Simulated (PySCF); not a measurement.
# SO₂(OH)₂: relaxation and vibrations of the singlet

Aim: relax SO₂(OH)₂ as a singlet from a tetrahedral start, check by its vibrations whether the end is a minimum, and collect its spectrum and constants.

The runs use PySCF 2.14.0; PBE0, basis S def2-SVP, O def2-SVP, H def2-SVP, no relativity, density fitting.

## 1. The system as given

7 atoms, charge 0, spin multiplicity 1.

Bond lengths: S1–O2 1.510 Å, S1–O3 1.510 Å, S1–O4 1.660 Å, S1–O5 1.660 Å, O4–H6 0.960 Å, O5–H7 0.960 Å. Angles: O2–S1–O3 109.5°, O2–S1–O4 109.5°, O2–S1–O5 109.5°, O3–S1–O4 109.5°, O3–S1–O5 109.5°, O4–S1–O5 109.5°, S1–O4–H6 130.0°, S1–O5–H7 130.0°.

```xyz
7
charge 0 multiplicity 1
S     0.0000    0.0000    0.0000
O     1.2330    0.0000    0.8717
O    -1.2330    0.0000    0.8717
O     0.0000    1.3555   -0.9583
O     0.0000   -1.3555   -0.9583
H     0.7354    1.8593   -1.3145
H    -0.7354   -1.8593   -1.3145
```

## 2. Finding the electronic state

The steps below are one call of a driver around PySCF. For each, scf.py gives the equivalent set-up of the SCF; relaxations use the driver's own optimiser. After this first run the driver tries any further starts and a stability analysis.

scf.py

```python
from pyscf import gto, scf, dft
mol = gto.M(atom='''
S      0.000000     0.000000     0.000000
O      1.233000     0.000000     0.871700
O     -1.233000     0.000000     0.871700
O      0.000000     1.355500    -0.958300
O     -0.000000    -1.355500    -0.958300
H      0.735400     1.859300    -1.314500
H     -0.735400    -1.859300    -1.314500''',
    basis={'S': 'def2-SVP', 'O': 'def2-SVP', 'H': 'def2-SVP'},
    charge=0, spin=0)
mf = dft.RKS(mol, xc='PBE0')
mf.grids.atom_grid = (50, 194)
aux = {'S': 'def2-universal-JKFIT', 'O': 'def2-universal-JKFIT', 'H': 'def2-universal-JKFIT'}
mf = mf.density_fit(auxbasis=aux)
mf.conv_tol = 1e-08
mf.diis_space = 10
mf.max_cycle = 60
mf.init_guess = 'minao'
mf.verbose = 4
mf.kernel()
```

The run is started by

```bash
> OMP_NUM_THREADS=2 python axn.py task.json out
```

What it wrote:

```text
init E= -700.297033631627
  HOMO = -0.407874208221518  LUMO = -0.101253671906807  gap/eV = 8.34357
cycle= 1 E= -698.997517810153  delta_E=  1.3  |g|= 1.34  |ddm|= 3.12
  HOMO = -0.176828878080555  LUMO = -0.0864700537233261  gap/eV = 2.45879
cycle= 2 E= -697.929992742787  delta_E= 1.07  |g|=  2.7  |ddm|= 3.43
  HOMO = -0.317286493243969  LUMO = -0.0335838469704091  gap/eV = 7.71994
cycle= 3 E= -699.314558172849  delta_E= -1.38  |g|= 0.464  |ddm|= 2.55
  HOMO = -0.299703068028399  LUMO = -0.0632930030550107  gap/eV = 6.43305
cycle= 4 E= -699.352744700244  delta_E= -0.0382  |g|= 0.147  |ddm|= 0.456
  HOMO = -0.313928863803271  LUMO = -0.0631396331492198  gap/eV = 6.82432
cycle= 5 E= -699.356779804824  delta_E= -0.00404  |g|= 0.0237  |ddm|= 0.115
  HOMO = -0.309674901924019  LUMO = -0.0583562818526429  gap/eV = 6.83873
cycle= 6 E= -699.356903589307  delta_E= -0.000124  |g|= 0.00384  |ddm|= 0.0254
  HOMO = -0.310445534528472  LUMO = -0.0584273406925413  gap/eV = 6.85776
cycle= 7 E= -699.356906932156  delta_E= -3.34e-06  |g|= 0.000378  |ddm|= 0.00403
  HOMO = -0.310427141983088  LUMO = -0.0584128589150348  gap/eV = 6.85766
cycle= 8 E= -699.356906967319  delta_E= -3.52e-08  |g|= 0.000155  |ddm|= 0.000516
  HOMO = -0.310423897536202  LUMO = -0.0584231130362243  gap/eV = 6.85729
cycle= 9 E= -699.356906972708  delta_E= -5.39e-09  |g|= 2.54e-05  |ddm|= 0.000157
  HOMO = -0.310417766035602  LUMO = -0.0584261623399049  gap/eV = 6.85704
Extra cycle  E= -699.356906972459  delta_E= 2.5e-10  |g|= 4.57e-05  |ddm|= 6.01e-05
converged SCF energy = -699.356906972459
```

This step, with its further starts and checks, ran for 4 s (2 threads of Arm Neoverse V2, shared host).

The test of internal stability found no lower closed-shell solution.

## 3. Relaxing the singlet from the tetrahedral start

The program finds C2 symmetry in the start, which this walk keeps. The walk stops when the largest gradient is under 0.0003 Eh/bohr and the energy has settled too.

Edit scf.py of step 2 so:

```diff
@@ -3,7 +3,7 @@
-S      0.000000     0.000000     0.000000
-O      1.233000     0.000000     0.871700
-O     -1.233000     0.000000     0.871700
-O      0.000000     1.355500    -0.958300
-O     -0.000000    -1.355500    -0.958300
-H      0.735400     1.859300    -1.314500
-H     -0.735400    -1.859300    -1.314500''',
+S      0.000000     0.000000     0.055323
+O      1.233000     0.000000     0.927023
+O     -1.233000    -0.000000     0.927023
+O     -0.000000     1.355500    -0.902977
+O      0.000000    -1.355500    -0.902977
+H      0.735400     1.859300    -1.259177
+H     -0.735400    -1.859300    -1.259177''',
@@ -19 +18,0 @@
-mf.init_guess = 'minao'
```

The optimiser's trace:

```csv
step,energy (Eh),change (kJ/mol),largest symmetric gradient (Eh/bohr)
0,-699.356907,0.00,0.10456
1,-699.396637,-104.31,0.03536
2,-699.405857,-128.52,0.01319
3,-699.408923,-136.57,0.01085
4,-699.409664,-138.51,0.00407
5,-699.409728,-138.68,0.00123
6,-699.409731,-138.69,0.00049
7,-699.409732,-138.69,0.00011
```

The walk took 10 s.

End point (C2, 7 steps, 138.7 kJ/mol gained): O–H 0.970 Å (×2), S–O 1.437 Å (×2), S–O 1.608 Å (×2); H–O–S 108.3° (×2), O–S–O 101.4°, O–S–O 105.8° (×2), O–S–O 108.4° (×2), O–S–O 124.8°.

## 4. Vibrations and properties at this point

On the finer grid the gradient is checked again; gradients at displacements of ±0.02 bohr then give force constants and infrared intensities.

Edit scf.py of step 3 so:

```diff
@@ -3,7 +3,7 @@
-S      0.000000     0.000000     0.055323
-O      1.233000     0.000000     0.927023
-O     -1.233000    -0.000000     0.927023
-O     -0.000000     1.355500    -0.902977
-O      0.000000    -1.355500    -0.902977
-H      0.735400     1.859300    -1.259177
-H     -0.735400    -1.859300    -1.259177''',
+S      0.000000     0.000000     0.141188
+O      1.269749     0.093721     0.807514
+O     -1.269749    -0.093721     0.807514
+O     -0.132507     1.237586    -0.876546
+O      0.132507    -1.237586    -0.876546
+H      0.760359     1.517291    -1.133438
+H     -0.760359    -1.517291    -1.133438''',
@@ -13 +13 @@
-mf.grids.atom_grid = (50, 194)
+mf.grids.atom_grid = (75, 302)
@@ -16 +16 @@
-mf.conv_tol = 1e-08
+mf.conv_tol = 1e-10
```

The driver hands on the density of the step before, so the log starts near convergence.

Log of the central SCF (cycles and frontier levels):

```text
init E= -699.409764452489
  HOMO = -0.346957009994443  LUMO = 0.0221013743927561  gap/eV = 10.04259
cycle= 1 E= -699.409764452486  delta_E= 2.73e-12  |g|= 4.54e-06  |ddm|= 5.81e-06
  HOMO = -0.346957278074786  LUMO = 0.0221015082762723  gap/eV = 10.04260
Extra cycle  E= -699.409764452485  delta_E= 1.36e-12  |g|= 6.49e-06  |ddm|= 8.01e-06
converged SCF energy = -699.409764452485
```

The whole step took 57 s.

Geometry: C2; O–H 0.970 Å (×2), S–O 1.437 Å (×2), S–O 1.608 Å (×2); H–O–S 108.3° (×2), O–S–O 101.5°, O–S–O 105.7° (×2), O–S–O 108.4° (×2), O–S–O 124.7°.

Harmonic modes (main isotopes):

```json
{"symmetry": "a", "ω (cm⁻¹)": "250", "IR (km/mol)": "100", "μ (u)": "1.36"}
{"symmetry": "b", "ω (cm⁻¹)": "324", "IR (km/mol)": "61.5", "μ (u)": "1.13"}
{"symmetry": "a", "ω (cm⁻¹)": "364", "IR (km/mol)": "3.5", "μ (u)": "12.33"}
{"symmetry": "a", "ω (cm⁻¹)": "429", "IR (km/mol)": "21.4", "μ (u)": "2.81"}
{"symmetry": "b", "ω (cm⁻¹)": "480", "IR (km/mol)": "57.1", "μ (u)": "4.48"}
{"symmetry": "a", "ω (cm⁻¹)": "531", "IR (km/mol)": "62.5", "μ (u)": "13.91"}
{"symmetry": "b", "ω (cm⁻¹)": "539", "IR (km/mol)": "35.7", "μ (u)": "14.92"}
{"symmetry": "a", "ω (cm⁻¹)": "837", "IR (km/mol)": "112", "μ (u)": "15.16"}
{"symmetry": "b", "ω (cm⁻¹)": "896", "IR (km/mol)": "363", "μ (u)": "18.81"}
{"symmetry": "a", "ω (cm⁻¹)": "1125", "IR (km/mol)": "69.7", "μ (u)": "1.12"}
{"symmetry": "b", "ω (cm⁻¹)": "1146", "IR (km/mol)": "91.9", "μ (u)": "1.27"}
{"symmetry": "a", "ω (cm⁻¹)": "1231", "IR (km/mol)": "200", "μ (u)": "18.16"}
{"symmetry": "b", "ω (cm⁻¹)": "1484", "IR (km/mol)": "284", "μ (u)": "10.54"}
{"symmetry": "b", "ω (cm⁻¹)": "3816", "IR (km/mol)": "251", "μ (u)": "1.07"}
{"symmetry": "a", "ω (cm⁻¹)": "3821", "IR (km/mol)": "54.1", "μ (u)": "1.07"}
```

No imaginary mode, so this is a minimum.

Constants and moments:

```yaml
Dipole_moment: 3.04 D
Highest_occupied_level: -9.44 eV
Lowest_empty_level: 0.60 eV
Rotational_constants: 0.1664, 0.1633, 0.1572 cm⁻¹
Zero-point_energy: 103.3 kJ/mol
Principal_polarisabilities: 23.9, 24.6, 30.4 bohr³
Atomisation_energy_without_zero-point_energy: 2288 kJ/mol
Principal_traceless_quadrupole_moments_about_the_centre_of_mass: -8.93, -0.07, 9.00 D Å
Entropy_at_298.15_K_and_1_bar: 297.4 J/(mol K)
Heat_capacity_Cp_at_298.15_K: 82.8 J/(mol K)
Enthalpy_at_298.15_K_above_0_K: 16.03 kJ/mol
Rotational_symmetry_number: 2
```

Populations by atom (charges in e):

```json
{"atom": "S1", "Mulliken": "1.10", "Löwdin": "1.21", "polar tensor": "2.49", "Mayer order to S1": "–"}
{"atom": "O2,3", "Mulliken": "-0.43", "Löwdin": "-0.47", "polar tensor": "-0.77", "Mayer order to S1": "1.80"}
{"atom": "O4,5", "Mulliken": "-0.34", "Löwdin": "-0.23", "polar tensor": "-0.81", "Mayer order to S1": "1.01"}
{"atom": "H6,7", "Mulliken": "0.22", "Löwdin": "0.10", "polar tensor": "0.33", "Mayer order to S1": "0.03"}
```

Outer orbital energies (eV). occupied: -13.73, -12.60, -11.90, -11.02, -10.82, -9.82, -9.79, -9.44; empty: 0.60, 1.47, 2.46, 2.64.

Mulliken populations on S1: s 5.18, p 8.85, d 0.87.

## 5. Fields at the lowest minimum

The plane holds S1 at (0.00, 0.00), O2 at (1.44, 0.00), O3 at (-0.82, 1.18) Å. Columns run from x = -2.85 to 3.75 Å, rows from y = 3.45 (top) to -1.95 Å, in steps of 0.3 Å.

Density (cut at 5 e/Å³):

Ten steps from '0' (0.000 e/Å³) to '9' (5.000 e/Å³), finer at the low end (step k begins (100^(k/10) - 1)/99 of the way up):
```
00000000000000000000000
00000000000000000000000
00000000000000000000000
00000011100000000000000
00001223211000000000000
00012456532100000000000
00014689753100000000000
00025899974211111000000
00125899975433332100000
00024799876555664210000
00013567888778987420000
00012356899889998520000
00001246799889998520000
00001235687678987420000
00000134566555664210000
00000123444333332100000
00000112222211111000000
00000011111100000000000
00000000000000000000000
```

ELF (0 where the density is under 0.005 e/Å³):

Ten even steps from '0' (0.00) to '9' (0.89):
```
00000000000000000000000
00000000000000000000000
00000001100000000000000
00000123331000000000000
00012467653100000000000
00125899985100000000000
00258999995100011000000
00369931885101343200000
01479925685223676420000
00368997986547999631000
00246788600388999841000
00012356099097229952000
00000134099097229952000
00000024200388999841000
00000013554567999631000
00000001233234776420000
00000000011012444200000
00000000000000111000000
00000000000000000000000
```

Lowest empty orbital at 0.60 eV (sign arbitrary; one member if degenerate):

Ten even steps from '0' (-0.46 Å^-3/2) to '9' (0.30 Å^-3/2):
```
66666666666666666666666
66666666666666666666666
66666666666666666666666
66666666666666666666666
66666666666666666666666
66666677666666666666666
66666777666666666666666
66666689556666666666666
66665520246666666666666
66665420356665666666666
66666554567654577766666
66666667734641497766666
66777778912640077666666
66777778999853256666666
66777777899865556666666
66777766778776666666666
66777766677777666666666
66677766677777666666666
66666666777777666666666
```

Along S1–O2 (1.437 Å) the density is least, 1.99 e/Å³, about 0.57 Å from S1; ELF there is 0.28.

Values on the line from S1 (at 0) through O2 (at 1.437 Å):

```csv
distance (Å),density (e/Å³),ELF,electrostatic potential (V)
-0.50,1.63,0.072,81.3
-0.36,7.34,0.484,154
-0.22,53.7,0.863,381
-0.07,373,0.317,2.11e+03
0.14,118,0.67,759
0.29,20.4,0.798,229
0.43,3.22,0.105,109
0.57,1.99,0.278,60.8
0.72,2.37,0.778,39.2
0.86,3.01,0.803,37.1
1.01,4.11,0.67,60.4
1.15,5.83,0.182,139
1.29,35.1,0.577,434
1.51,246,0.996,1.12e+03
1.65,9.93,0.0985,225
1.80,5.11,0.64,79.1
1.94,2.78,0.859,30
2.08,1.4,0.871,11.1
2.23,0.666,0.822,3.41
```

Making the fields took 0.7 s.

## 6. Outcome

| quantity | value |
| --- | --- |
| minimum | singlet, C2 |
| geometry | O–H 0.970 Å (×2), S–O 1.437 Å (×2), S–O 1.608 Å (×2); H–O–S 108.3° (×2), O–S–O 101.5°, O–S–O 105.7° (×2), O–S–O 108.4° (×2), O–S–O 124.7° |
| wavenumbers (cm⁻¹) | 250 (a), 324 (b), 364 (a), 429 (a), 480 (b), 531 (a), 539 (b), 837 (a), 896 (b), 1125 (a), 1146 (b), 1231 (a), 1484 (b), 3816 (b), 3821 (a) |
| dipole moment | 3.04 D |
| highest occupied, lowest empty level | -9.44, 0.60 eV |
| polar-tensor charge of S1 | +2.49 e |
| zero-point energy | 103.3 kJ/mol |
| entropy at 298.15 K | 297.4 J/(mol K) |
| atomisation energy (no zero-point energy) | 2288 kJ/mol |

In words: The molecule stays C2, as typed, and the end point is a minimum. In the infrared the band at 896 cm⁻¹ (b) leads. Other starts or spin states, not run here, may lie lower.

The search up to here ran for 72 s (2 threads of Arm Neoverse V2, shared host).
